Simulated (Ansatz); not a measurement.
## Ansatz (development build ahead of 0.2.0) run

```yaml
crystal:
  periodic: [false, false, false]
  atoms:
    - { symbol: "N", position_ang: [0.0, 0.0, 0.50459] }
    - { symbol: F, position_ang: [1.31474, 0.0, -0.13082] }
    - { symbol: F, position_ang: [-0.65737, 1.1386, -0.13082] }
    - { symbol: F, position_ang: [-0.65737, -1.1386, -0.13082] }
basis:
  gaussian: { orbitals: cc-pVDZ }
hamiltonian:
  xc: hf
correlation:
  method: mp2
  frozen_orbitals: { F: 1, "N": 1 }
```

The input is written out in the form of the current development build from the run's settings.

Results

```yaml
Converged: yes
Reference_energy: -352.51649 hartree
Correlation_energy: -0.76207 hartree
Total_energy: -353.27856 hartree
Spin_squared_of_the_determinant: 0.000
```
